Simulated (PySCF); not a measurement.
PySCF single point, HF/STO-3G, density fitting, COSMO implicit ethylene carbonate (electrostatics alone), on nitrogen, N2 (SMILES N#N), charge 0, multiplicity 1.

```python
from pyscf import gto, scf, dft
mol = gto.M(atom='''
N      0.548900    -0.013100     0.006800
N     -0.548900     0.013100    -0.006800
''', basis='STO-3G', charge=0, spin=0, verbose=3)
mf = scf.RHF(mol)
mf = mf.density_fit()
mf = mf.PCM()
mf.with_solvent.method = 'COSMO'
mf.with_solvent.eps = 90.5
mf.max_cycle = 100
e = mf.kernel()
print('converged', mf.converged)
print('E_total', e)
print('nao', mol.nao)
print('HOMO', mf.mo_energy[mf.mo_occ > 0].max())
mf.dip_moment()
```

Output:

```

WARN: PCM is an experimental feature. It is still in testing.
Features and APIs may be changed in the future.

converged SCF energy = -107.497810710434
converged True
E_total -107.49781071043397
nao 10
HOMO -0.5389582737872938
Dipole moment(X, Y, Z, Debye):  0.00000, -0.00000, -0.00000
```

The total energy is -2925.16 eV, -0.04 eV from the same level's vacuum run.
